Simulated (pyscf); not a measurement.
Single points on ωB97X-D3(BJ)/def2-SVP structures (PySCF, gas phase).

PBE/def2-TZVP puts the barrier of F–Si(SiH₃)(SiH₃)–SiH₃ + silylene (SiH₂) [singlet] -> F–Si(SiH₃)(SiH₃)–SiH₂–SiH₃ (insertion; singlet surface; H–Si broken, Si–Si, H–Si formed) at -1.1 kcal/mol and the reaction energy at -59.5 kcal/mol, from the separated reactants. What do r²SCAN/def2-TZVP, B3LYP-D3(BJ)/def2-TZVP, ωB97M-D3(BJ)/def2-TZVP give on the same structures?

r²SCAN: ΔE‡ = -1.9 kcal/mol, ΔE = -63.5 kcal/mol; B3LYP-D3(BJ): ΔE‡ = -2.9 kcal/mol, ΔE = -58.0 kcal/mol; ωB97M-D3(BJ): ΔE‡ = -2.4 kcal/mol, ΔE = -55.7 kcal/mol. PBE's barrier lies over all of them, by 0.8 to 1.8 kcal/mol. Its reaction energy lies among theirs. On the reactant side the descent ends in an adduct with a F–Si contact (not fully relaxed), 13.7 kcal/mol under the separated species and 9.2 kcal/mol under the saddle at ωB97X-D3(BJ)/def2-TZVP. At PBE, r²SCAN, B3LYP-D3(BJ), ωB97M-D3(BJ) the saddle lies under the separated reactants, which points to a path from their complex (located at ωB97X-D3(BJ) alone). At ωB97X-D3(BJ)/def2-TZVP the barrier from the zero used here is -4.6 kcal/mol. This is the saddle that the search found; another between the same sides may lie lower.
